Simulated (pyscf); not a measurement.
This saddle point was located with ωB97X-D3(BJ)/def2-SVP in PySCF.

```xyz
9

As     0.6498    -1.7098    -0.5175
H      0.2806     0.1263    -0.5324
H      2.1488    -1.8216    -0.3168
H      0.2966    -2.1794     0.8808
O     -0.2892     0.0682     2.3059
Ga     0.9357     0.4197     1.0395
H     -0.5254     0.8232     2.8556
H      0.1749     1.2326    -0.2773
H      2.4118     0.8491     1.1861
```
Charge 0, spin multiplicity 1.

Surface: singlet, charge 0. Lowest wavenumbers (cm⁻¹): 1350i, 91, 128, 171, 223.

### Question
Name the species on either side of this saddle.

### Answer
AsH₃ + HO–GaH₂ <-> HO–GaH–AsH₂ + H₂, a four-centre exchange read from left to right: As–H, Ga–H broken and As–Ga, H–H formed. At ωB97M-D3(BJ)/def2-TZVP it lies +30.8 kcal/mol from the left side and +39.1 kcal/mol from the right (each side as separated species at their lowest minima found). On the reactant side the descent ends in a complex, 4.1 kcal/mol under the separated species and 30.2 kcal/mol under the saddle at ωB97X-D3(BJ)/def2-TZVP. At the saddle there is also a short Ga–H contact that neither side keeps. At ωB97X-D3(BJ) the barrier from the zero used here is 26.1 kcal/mol. This is the saddle that the search found; another between the same sides may lie lower. Elements up to Kr have no core potential and no relativistic terms here.
